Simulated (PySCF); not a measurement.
**EPR parameters of C5H10Cl**

C₅H₁₀Cl (doublet state).
Cartesian coordinates in Å at the GFN2-xTB level; atoms count from 1:
```
atom  x, y, z in Å
C1     2.3917    0.0641   -0.8010
C2     1.1993   -0.7076   -0.2415
C3     0.0727    0.1756    0.1323
C4    -1.2743   -0.2905    0.2369
C5    -2.3556    0.7644    0.2070
Cl6   -1.4411   -1.1412    1.9788
H7     2.1023    0.6082   -1.6969
H8     2.7630    0.7772   -0.0690
H9     3.1979   -0.6188   -1.0565
H10    0.8598   -1.4568   -0.9628
H11    1.5305   -1.2623    0.6492
H12    0.3083    1.1548    0.5192
H13   -1.4967   -1.1415   -0.4059
H14   -3.3232    0.3315    0.4461
H15   -2.4041    1.1973   -0.7912
H16   -2.1380    1.5544    0.9212
```

The hyperfine couplings belong to this conformer and change with its torsions.

As a line formula: `CC[CH][C@H](C)Cl` [radical].

Computed, not measured: PySCF 2.14.0, UKS B3LYP, pcH-1 on C Cl H, non-relativistic, mean-field spin-orbit, GIAO. One conformer (not necessarily the lowest) at the GFN2-xTB geometry, without solvent, vibrations or thermal averaging. Couplings are sensitive to structure, and on GFN2-xTB geometries they can be far from those on DFT ones. The SCF solution wasn't tested for stability.

| Quantity | Value |
| --- | --- |
| g1, g2, g3 | 2.00224, 2.00275, 2.00839 |
| g_iso | 2.00446 |
| Form of g | close to axial: the two nearest values differ by 8 % of g3 − g1 |
| ⟨S²⟩ | 0.7557 (exact 0.7500) |
| α and β electrons | 29, 28 |
| HOMO–LUMO gap, α and β orbitals | 6.22, 5.12 eV |

Isotropic coupling and dipolar principal values T1 to T3, in MHz; ρ(0) is the spin density at the nucleus:

| atom | isotope | a_iso | of which spin–orbit | T1 | T2 | T3 | Mulliken spin population | ρ(0) (bohr⁻³) |
| --- | --- | --- | --- | --- | --- | --- | --- | --- |
| C1 | 13C | 16.9 | 0.0 | -1.7 | -1.5 | 3.2 | 0.01 | 0.0150 |
| C2 | 13C | -27.1 | 0.0 | -2.1 | 0.3 | 1.8 | -0.07 | -0.0241 |
| C3 | 13C | 80.4 | 0.0 | -72.5 | -71.6 | 144.1 | 0.90 | 0.0716 |
| C4 | 13C | 3.3 | -0.1 | -4.1 | -0.3 | 4.4 | -0.06 | 0.0030 |
| C5 | 13C | 8.7 | 0.0 | -1.6 | -1.0 | 2.6 | 0.00 | 0.0078 |
| Cl6 | 35Cl | 46.5 | 1.4 | -36.5 | -35.1 | 71.6 | 0.18 | 0.1029 |
| H7 | 1H | -2.0 | 0.0 | -3.6 | -2.3 | 6.0 | 0.00 | -0.0004 |
| H8 | 1H | -1.4 | 0.0 | -2.6 | -2.5 | 5.1 | 0.00 | -0.0003 |
| H9 | 1H | 0.2 | 0.0 | -1.8 | -1.5 | 3.3 | 0.00 | 0.0000 |
| H10 | 1H | 35.2 | 0.0 | -4.6 | -3.8 | 8.3 | 0.01 | 0.0079 |
| H11 | 1H | 130.6 | 0.0 | -5.2 | -2.4 | 7.6 | 0.06 | 0.0292 |
| H12 | 1H | -52.4 | 0.0 | -33.8 | -1.3 | 35.1 | -0.04 | -0.0117 |
| H13 | 1H | 17.6 | 0.0 | -6.1 | -2.4 | 8.5 | 0.01 | 0.0039 |
| H14 | 1H | 5.1 | 0.0 | -1.8 | -1.2 | 3.0 | 0.00 | 0.0011 |
| H15 | 1H | 0.8 | 0.0 | -3.6 | -2.1 | 5.7 | 0.00 | 0.0002 |
| H16 | 1H | -1.9 | 0.0 | -2.9 | -2.2 | 5.2 | 0.00 | -0.0004 |

The Mulliken spin populations are largest on C3 (+0.90), Cl6 (+0.18), C2 (-0.07) and C4 (-0.06). The positive populations add up to 1.18 and the negative ones to -0.18, together 2S = 1. The angles at C3 add up to 359.0°, so it is planar; its axial dipolar tensor and the negative coupling of its proton fit spin in a p orbital normal to that plane.

Axes: g1 points within 15° of the C4–Cl6 bond and g2 points within 9° of the C2–C3 bond.

Under fast tumbling the dipolar parts average out, and these isotropic splittings remain (the largest six): 1 × 1H (H11, I = 1/2, 2 lines) with 4.66 mT, 1 × 1H (H12, I = 1/2, 2 lines) with 1.87 mT, 1 × 35Cl (Cl6, I = 3/2, 4 lines) with 1.66 mT, 1 × 1H (H10, I = 1/2, 2 lines) with 1.25 mT, 1 × 1H (H13, I = 1/2, 2 lines) with 0.63 mT and 3 × 1H (H14/H15/H16, I = 1/2, 4 lines) with 0.05 mT.

Nuclei that the bonding pattern makes equivalent are averaged, as if the motion that swaps them (rotation, inversion, ring flip) were fast. The three 1H nuclei of mean +1.3 MHz run from -1.9 to 5.1 MHz in the frozen geometry.

Main isotope only: 35Cl (natural samples also hold 24 % 37Cl, magnetic too, which adds its own pattern).

The 13C coupling of C3 (80.4 MHz) shows only in satellite lines or after enrichment, since that isotope makes up about 1.07 % of natural carbon.

Examples of negative spin density at the nucleus (bohr⁻³): C2 (-0.0241) and H12 (-0.0117).
